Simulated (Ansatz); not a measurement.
Mg(SiH3)2 (MgSi₂H₆). Charge 0, multiplicity 3. Geometry r2SCAN-D4/def2-TZVP, that of the neutral singlet; atoms count from 1.

```xyz
9

Mg   -0.001    0.029   -0.003
Si   -2.479   -0.154   -0.723
H    -3.404   -0.404    0.424
H    -2.725   -1.273   -1.684
H    -3.001    1.074   -1.398
Si    2.478    0.162    0.722
H     2.782    1.335    1.598
H     3.425    0.269   -0.430
H     2.926   -1.038    1.494
```

At PBE0-D4/def2-TZVP a singlet of charge 0 lies 3.54 eV below the triplet at the same geometry.

(1) Estimate the Mulliken populations from the PBE0/def2-TZVP orbitals of Ansatz.

(2) Where does the spin sit?

(3) And the Mayer bond orders between heavy atoms (over 0.3)?

## Answers

(1) 
```tsv
atom	charge (e)	spin (α − β)
Mg1	0.09	0.82
Si2	-0.07	0.50
H3	0.01	0.02
H4	0.01	0.03
H5	0.01	0.04
Si6	-0.07	0.50
H7	0.01	0.03
H8	0.01	0.02
H9	0.01	0.04
```
Mulliken values depend strongly on the basis.

(2) Summed by element: Mg 0.82, Si 1.01, H 0.17, of 2 unpaired in all. Largest on single atoms: Mg1 0.82, Si2 0.50, Si6 0.50.

(3) Mg1–Si2 0.78 (2.59 Å); Mg1–Si6 0.78 (2.59 Å).
